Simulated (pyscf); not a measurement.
•H₂Si–Cl + NH₃ → H₂N–SiH₂–Cl + H•, a substitution at N (doublet surface; H–N broken, N–Si formed). Single points on ωB97X-D3(BJ)/def2-SVP structures (PySCF, gas phase). MP2 and CC: frozen core, UHF for open shells. ΔMP2 is the change of the MP2 total energy from the triple- to the quadruple-zeta basis. Energies in kcal/mol from the separated reactants.

Small-basis levels: PySCF, no dispersion term, spherical d functions. Open shells are spin-unrestricted. 

Task: Quick B3LYP/6-31G* single points give ΔE‡ = 20.5 kcal/mol and ΔE = +5.4 kcal/mol. What does CCSD(T)/def2-TZVPP + ΔMP2(QZVPP) give, and how far is the quick result from it?

Result: CCSD(T)/def2-TZVPP + ΔMP2(QZVPP) gives ΔE‡ = 21.9 kcal/mol and ΔE = +2.5 kcal/mol. B3LYP/6-31G* lies 1.4 kcal/mol under it in the barrier and 2.9 kcal/mol over it in the reaction energy, so on this step it holds to within 3.0 kcal/mol. CCSD(T)/def2-TZVPP + ΔMP2(QZVPP) has limits of its own. On the reactant side the descent ends in a complex, 6.2 kcal/mol under the separated species and 28.7 kcal/mol under the saddle at ωB97X-D3(BJ)/def2-TZVP. The same reactants have a lower exit, to H₂N–SiH₂• + HCl (barrier +12.9 kcal/mol at ωB97M-D3(BJ), against +20.9 kcal/mol here). This is the saddle that the search found; another between the same sides may lie lower. The angle at the attacked N is 131°. The CCSD(T) − MP2 part came from Ansatz, without density fitting, on the same reference.
